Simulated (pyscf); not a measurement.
## Routes from `[GeH3][SnH3]` + `[CH3]` [doublet]

Candidate steps break at most two bonds and form at most two. Each was searched with GFN2-xTB (tblite) first. Structures and frequencies: ωB97X-D3(BJ)/def2-SVP in PySCF. Energies: ωB97M-D3(BJ)/def2-TZVP, eV, from the separated reactants, doublet surface; ΔG‡ with ideal gas, 1 atm, RRHO with modes under 100 cm⁻¹ raised to 100, one conformer, R ln 2 for chiral ones without a mode under 150 cm⁻¹.

| products | type | ΔE‡ | ΔE | ΔG‡ 298 K | ΔG‡ 900 K | ν‡ (cm⁻¹) |
|---|---|---|---|---|---|---|
| H₃Ge–SnH₂• + CH₄ | hydrogen abstraction | 0.11 | -1.52 | 0.49 | 1.20 | 308i |
| SnH₃• + H₃C–GeH₃ | substitution at Ge | 0.41 | -0.80 | 0.91 | 1.78 | 503i |

Plain bond fissions and candidates not yet searched are not listed, and one of them may be faster. Each barrier is that of the saddle found; lower ones may exist. Elements up to Kr have no core potential and no relativistic terms here. Elements past Kr carry the def2 core potentials, without spin-orbit coupling.
